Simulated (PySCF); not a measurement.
# C4H5FO: the cost of one run

Programs: PySCF 2.14.0, with density-fitted response routines of our own. Each step states its level of theory. These are calculated values for one molecule in the gas phase, unless marked as measured. Atoms are numbered from 0 throughout.

## (1) The starting structure

11 atoms, charge 0, multiplicity 1; geometry from: GFN2-xTB. The atoms were then displaced at random by about 0.01 Å, so the start is not that level's minimum.

Bonds of the start (Å): C0–O1 1.39, O1–C2 1.30, C2–C3 1.36, C3–C4 1.48, C4–F5 1.40, C4–C2 1.48, C0–H6 1.09, C0–H7 1.08, C0–H8 1.12, C3–H9 1.03, C4–H10 1.09.

## (2) Optimising the geometry at PBE0-D3(BJ)/def2-SVP

The job: settings as JSON, then the geometry in Å.

```
{"job": {"xc": "PBE0", "basis": "def2-SVP", "d3": "d3bj", "grid": 1, "shake": 0.01, "kind": "geom"}, "charge": 0, "multiplicity": 1}
C     -1.747870     0.217380    -0.289380
O     -0.761190    -0.538060    -0.923100
C      0.433650    -0.404260    -0.428890
C      1.762730    -0.703960    -0.411740
C      1.265080     0.249150     0.612310
F      1.116920    -0.177120     1.937700
H     -2.699750    -0.084070    -0.731550
H     -1.766970     0.076030     0.780050
H     -1.620350     1.314060    -0.468380
H      2.541150    -1.281700    -0.760730
H      1.514700     1.306730     0.668040
```

Launch:

```sh
OMP_NUM_THREADS=1 python probes_run.py task.json out
```

The driver reads the jobs from task.json and runs them one after another.

Q: Estimate the wall time and peak memory of this first job on 1 thread of Arm Neoverse N1, shared host.

About 53 s, with a peak of 0.45 GiB.
